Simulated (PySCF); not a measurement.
Consider disilane, `[SiH3][SiH3]` (H6Si2). Numbering: `[SiH3:1][SiH3:2]`

Energies: B3LYP-D3(BJ)/def2-TZVP (PySCF, density fitting, integration grid level 2) on PBE0-D3(BJ)/def2-SVP structures. Zero-point and thermal terms (298.15 K, 1 bar) come from unscaled PBE0-D3(BJ)/def2-SVP harmonic frequencies, with soft modes damped to free rotors in the entropy.

**Question.** Rank these bonds by dissociation enthalpy, weakest first.
A. Si1–Si2
B. Si1–H

**Answer.** A (308 kJ/mol), B (367 kJ/mol).

**Question.** For Si1–H, what are ΔE (electronic) and ΔG(298 K) of the homolysis?

**Answer.** ΔE = 386 and ΔG = 328 kJ/mol, beside ΔH = 367 kJ/mol. The radicals are `[SiH2][SiH3]` and H•.

---

Consider methylene fluoride, `FCF` (CH2F2). Atom numbers as in the mapped SMILES `[F:1][CH2:2][F:3]`.

Energies: M06-2X/def2-TZVP (PySCF, density fitting, integration grid level 3) on PBE0-D3(BJ)/def2-SVP structures. Zero-point and thermal terms (298.15 K, 1 bar) come from unscaled PBE0-D3(BJ)/def2-SVP harmonic frequencies, with soft modes damped to free rotors in the entropy.

Problem. Rank these bonds by dissociation enthalpy, weakest first.
A. F1–C2
B. C2–H

Solution. B (418 kJ/mol), A (502 kJ/mol).

Problem. For C2–H, what are ΔE (electronic) and ΔG(298 K) of the homolysis?

Solution. ΔE = 447 and ΔG = 381 kJ/mol, beside ΔH = 418 kJ/mol. The radicals are `F[CH]F` and H•.

---

Consider methylsilane, `C[SiH3]` (CH6Si). Atom numbers as in the mapped SMILES `[CH3:1][SiH3:2]`.

Level of theory: ωB97X-D3(BJ)/def2-TZVP single points in PySCF, grid level 2; every species was optimised with PBE0-D3(BJ)/def2-SVP. Zero-point and thermal terms (298.15 K, 1 bar) come from unscaled PBE0-D3(BJ)/def2-SVP harmonic frequencies, with soft modes damped to free rotors in the entropy.

Rank these bonds by dissociation enthalpy, weakest first.
A. C1–H
B. C1–Si2

B (381 kJ/mol), A (421 kJ/mol).

Not ranked, since the method can't order them against a listed neighbour: Si2–H (388 kJ/mol).

For Si2–H, what are ΔE (electronic) and ΔG(298 K) of the homolysis?

ΔE = 407 and ΔG = 350 kJ/mol, beside ΔH = 388 kJ/mol. The radicals are `C[SiH2]` and H•.

Caveats: the order of C1–Si2 and Si2–H is undecided: the gaps lie inside the method's error (some 10 kJ/mol, one structure a species).
